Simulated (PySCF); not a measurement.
Simulated C 1s region for `Clc1cn[n-]c1`, binding energy against the vacuum level.

Every computed line was given a Gaussian of 0.6 eV full width at half maximum and an area set by the number of equivalent atoms; the highest printed point is 100. Method: delta-SCF UKS SCAN, pcX-2 on the ionised atom, pcseg-1 elsewhere, spin-free X2C in PySCF 2.14.0.

binding energy (eV), intensity and a bar:
```
    284.5          0 
    284.6          1 
    284.7          4 #
    284.8         10 ###
    284.9         22 #######
    285.0         41 ############
    285.1         64 ###################
    285.2         86 ##########################
    285.3        100 ##############################
    285.4        100 ##############################
    285.5         87 ##########################
    285.6         69 #####################
    285.7         55 ################
    285.8         48 ##############
    285.9         49 ###############
    286.0         52 ###############
    286.1         51 ###############
    286.2         45 ##############
    286.3         35 ##########
    286.4         23 #######
    286.5         13 ####
    286.6          6 ##
    286.7          3 #
    286.8          1 
    286.9          0
```

Problem. Count the maxima, the lines and the sites behind this envelope.

Solution. The curve has 2 maxima (at 285.3 and 286.0 eV). Under it lie 2 lines from 2 inequivalent carbon sites.

Problem. Decompose the envelope and assign each component. Numbering: `[Cl:1][c:2]1[cH:3][n:4][n-:5][cH:6]1`.

Solution. 
| position (eV) | relative area | line | atoms | environment |
| --- | --- | --- | --- | --- |
| 285.34 | 2 | C 1s | C3/C6 | aromatic CH next to a ring nitrogen |
| 286.08 | 1 | C 1s | C2 | aromatic C–Cl carbon |

The listed C 1s values span 0.74 eV, from C3/C6 (bonded to N (aromatic in the SMILES), C (aromatic in the SMILES) and H) to C2 (bonded to Cl and 2 C (aromatic in the SMILES)).

No satellites, vibrations or lifetime broadening are included. The first atom of each set that the bonding makes equivalent was ionised and stands for the set. The species carries charge -1, so core ionisation leaves a neutral species. The basis sets have no added diffuse functions. Isolated species at its PBE0-D3(BJ)/def2-SVP geometry, gas phase. The geometry's basis has no diffuse functions, a weakness for an anion.

Time: 27 s. Hardware: an Arm Neoverse V1 with one thread (shared host).
